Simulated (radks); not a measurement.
# Mg²⁺ in [He] 2s2 2p5 3d1: an all-electron calculation

An exercise on one series of results from a longer session: the logs are not shown, and one member is left open.

The numbers are computed with radks (a radial shooting solver on a logarithmic mesh, Libxc functionals) version 1 (non-relativistic Kohn-Sham, PBEsol, spin-polarised, spherical densities, point nucleus; open shells are filled with parallel spins first), except any that are marked as measured or tabulated.

### Starting point

* element: magnesium (Z = 12)
* charge: +2
* electrons: 10
* configuration: [He] 2s2 2p5 3d1

Outer shells as boxes (Hund's rule):

Mg²⁺
```
[He] core
2s [↑↓]
2p [↑↓][↑↓][↑ ]
3d [↑ ][  ][  ][  ][  ]
```

The first run:

Settings of this run:

```text
Z 12
configuration [He] 2s2 2p5 3d1 3s0 3p0
relativity non-relativistic
functional pbe_sol,pbe_sol
spin polarised
nucleus point
```

Launch:

```bash
$ python run_ks.py task.json out
```

This one command runs every case of the session in turn.

One table of the session follows, with a row left open; its other results are not shown here.

It belongs to the step «Radial structure». Sizes of the orbitals, from the radial functions (bohr):

| level | <r> | outermost maximum (interpolated) | 90 % within | nodes |
| --- | --- | --- | --- | --- |
| 1s up | 0.1311 | 0.0855 | 0.234 | 0 |
| 1s down | 0.1310 | 0.0855 | 0.234 | 0 |
| 2s up | 0.6731 | 0.539 | 1.06 | 1 |
| 2s down | ? | ? | ? | ? |
| 2p up | 0.6407 | 0.463 | 1.08 | 0 |
| 2p down | 0.6466 | 0.466 | 1.09 | 0 |
| 3s up | 2.296 | 2.01 | 3.41 | 2 |
| 3p up | 2.604 | 2.29 | 3.90 | 1 |
| 3d up | 3.237 | 2.81 | 4.94 | 0 |

**Question.** Estimate the row for 2s down.

The run gave: <r>: 0.6765; outermost maximum (interpolated): 0.541; 90 % within: 1.07; nodes: 1. In the column «<r>» it lies between 2s up (0.6731) and 3s up (2.296).
